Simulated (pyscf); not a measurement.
## Routes from H₂N–B(Cl)–Cl + water (H₂O)

Candidate steps break at most two bonds and form at most two. Each was searched with GFN2-xTB (tblite) first. PySCF, gas phase, ωB97X-D3(BJ)/def2-SVP geometries. Energies: ωB97M-D3(BJ)/def2-TZVP, kcal/mol, from the separated reactants, singlet surface; ΔG‡ with ideal gas, 1 atm, RRHO with modes under 100 cm⁻¹ raised to 100, one conformer, R ln 2 for chiral ones without a mode under 150 cm⁻¹.

```tsv
products	type	ΔE‡	ΔE	ΔG‡ 298 K	ΔG‡ 900 K	ν‡ (cm⁻¹)
HO–B(Cl)–Cl + NH₃	four-centre exchange	11.2	-2.1	21.2	43.4	1265i
H₂N–B(OH)–Cl + HCl	four-centre exchange	14.6	-10.2	24.3	46.1	636i
```

Row 1: On the reactant side the descent ends in an adduct with a B–O contact, 2.1 kcal/mol over the separated species and 8.9 kcal/mol under the saddle at ωB97X-D3(BJ)/def2-TZVP. On the product side the descent ends in an adduct with a B–N contact, 19.9 kcal/mol under the separated species and 32.8 kcal/mol under the saddle at ωB97X-D3(BJ)/def2-TZVP. Row 2: On the product side the descent ends in a complex, 6.0 kcal/mol under the separated species and 30.5 kcal/mol under the saddle at ωB97X-D3(BJ)/def2-TZVP. 

Plain bond fissions and candidates not yet searched are not listed, and one of them may be faster. Each barrier is that of the saddle found; lower ones may exist.
